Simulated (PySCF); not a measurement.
Species: C5H9O (doublet state).
Z-matrix (Å and degrees, GFN2-xTB geometry), rows numbered from 1:
```
C 
C   1  1.4721
C   2  1.5432  1  111.47
O   2  1.4191  1  108.25  3  -122.31
C   4  1.3498  2  119.40  1  -158.51
C   5  1.3244  4  130.04  2     1.34
H   1  1.0708  2  119.72  3   -48.60
H   1  1.0700  2  119.86  3   127.54
H   2  1.1085  1  109.81  3   118.92
H   3  1.0859  2  109.78  1    60.44
H   3  1.0869  2  110.15  1  -179.01
H   3  1.0869  2  109.44  1   -59.41
H   5  1.0830  4  108.84  2  -179.38
H   6  1.0734  5  119.73  4   178.76
H   6  1.0754  5  124.06  4    -0.72
```

The hyperfine couplings belong to this conformer and change with its torsions.

The species is `[CH2][C@H](C)OC=C` [radical].

Method: UKS B3LYP, pcH-1 on C H O, non-relativistic, mean-field spin-orbit, GIAO in PySCF 2.14.0. Geometry: GFN2-xTB, one conformer, isolated molecule. A GFN2-xTB geometry isn't a minimum of the functional, and hyperfine couplings can be far from their values at a DFT geometry. Stability of the SCF solution: not tested.

Task: Predict the first-order ENDOR lines of H9, H7/H8, H15, H14 and H10/H11/H12 under fast tumbling at B = 3354.6 mT (W band).

Result: For S = 1/2 in fast tumbling each set of equivalent nuclei gives two lines, ν± = |νn ± a/2| to first order, with νn = g_N μN B/h and μN/h = 7.62259 MHz/T.

```tsv
nuclei	isotope	g_N	νn (MHz)	a_iso (MHz)	lower line (MHz)	upper line (MHz)
H9	1H	5.5857	142.83	121.58	82.04	203.62
H7/H8	1H	5.5857	142.83	-64.71	110.47	175.19
H15	1H	5.5857	142.83	1.53	142.06	143.60
H14	1H	5.5857	142.83	1.34	142.16	143.50
H10/H11/H12	1H	5.5857	142.83	1.22	142.22	143.44
```

Task: Which pairs are centred on the nuclear Larmor frequency, and which on half the coupling?

Result: Centred on νn, since |a| < 2νn: H9, H7/H8, H15, H14 and H10/H11/H12. No pair has |a| > 2νn.

Task: At what field would the lower line of H7/H8 fall to zero frequency?

Result: Where νn = |a|/2, that is B = 32.36 MHz/(5.5857 × 7.62259 MHz/T) = 760 mT, as far as first order holds there.

Means are taken over nuclei equivalent by connectivity, which assumes that they swap fast. The three 1H nuclei of mean +1.2 MHz run from -3.3 to 9.8 MHz in the frozen geometry.
